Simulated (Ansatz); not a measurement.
# [S4]2+ (S4 (+2)): two vibrations frozen in

How does the energy of [S4]2+ (S₄), charge +2 change over two coordinates at once? A grid of runs gives the map.

Method: RKS wB97X-V/def2-SVP; program: Ansatz 0.2.0.

## (1) Where the work starts

4 atoms, charge 2, spin multiplicity 1.

Atoms are counted from 1 here; the program's logs count them from 0.

Bond lengths: S1–S2 2.051 Å, S1–S4 2.051 Å, S2–S3 2.051 Å, S3–S4 2.051 Å. Angles: S2–S1–S4 90.0°, S1–S2–S3 90.0°, S2–S3–S4 90.0°, S1–S4–S3 90.0°.

Coordinates:

```xyz
4
charge 2, multiplicity 1
S    -0.73068   -0.79497   -0.96790
S     1.24821   -0.36792   -0.63988
S     0.73070    0.79543    0.96765
S    -1.24824    0.36745    0.64012
```

## (4) Setting up the map

The axes are (1) normal mode 3 (522 cm⁻¹): 9 values from −1.41 amu½·Å; (2) normal mode 4 (522 cm⁻¹): 9 values from −1.41 amu½·Å.

Nothing else is relaxed (straight displacements along the two mass-weighted modes). Energies count from the relaxed molecule at the same level. Points are written as (first, second).

Displacement patterns for an amplitude of 1 (Å):

| atom | x1 | y1 | z1 | x2 | y2 | z2 |
| --- | --- | --- | --- | --- | --- | --- |
| S1 | -0.067 | -0.038 | -0.043 | -0.057 | 0.037 | 0.056 |
| S2 | 0.067 | 0.038 | 0.043 | 0.057 | -0.037 | -0.056 |
| S3 | -0.067 | -0.038 | -0.043 | -0.057 | 0.037 | 0.056 |
| S4 | 0.067 | 0.038 | 0.043 | 0.057 | -0.037 | -0.056 |

(The set-up runs are not shown.)

## (5) The run at (0.00 amu½·Å, 0.00 amu½·Å)

The input, input.yaml:

```yaml
crystal:
  periodic: [false, false, false]
  atoms:
    - { symbol: S, position_ang: [-0.721789, -0.785415, -0.956273] }
    - { symbol: S, position_ang: [1.233127, -0.36351, -0.632202] }
    - { symbol: S, position_ang: [0.721753, 0.785815, 0.955973] }
    - { symbol: S, position_ang: [-1.233102, 0.3631, 0.632492] }
total_charge: 2
basis:
  gaussian: { orbitals: def2-SVP }
hamiltonian:
  xc: { name: wB97X-V }
output:
  forces: true
```

Started as:

```console
ansatz run input.yaml --threads 1 --pin off --max-ram 2560MiB --backend cpu --events-out ev --progress --plain --runs-dir out
```

The session goes on with these runs: the other points that were computed.

What does the calculation give? Wanted: lowest point; highest computed point; largest force on an atom.

The runs gave:

| quantity | value |
| --- | --- |
| lowest point | (0.00 amu½·Å, 0.00 amu½·Å), 0.0 kcal/mol |
| highest computed point | (−1.41 amu½·Å, −1.41 amu½·Å), 53.7 kcal/mol above the lowest |
| largest force on an atom (eV/Å) | 0.0 at (0.00 amu½·Å, 0.00 amu½·Å) to 13.2 at (−1.41 amu½·Å, −1.41 amu½·Å); 0.0 at the lowest point |
| time for the whole task | 4.5 min on 1 thread, shared host |

The lowest computed point is at (0.00 amu½·Å, 0.00 amu½·Å), 0.0 kcal/mol from the relaxed molecule at the same level. No other kind of well shows on this grid. The highest computed point, (−1.41 amu½·Å, −1.41 amu½·Å), lies 53.7 kcal/mol above the lowest. Round the minimum the two coordinates are nearly uncoupled.
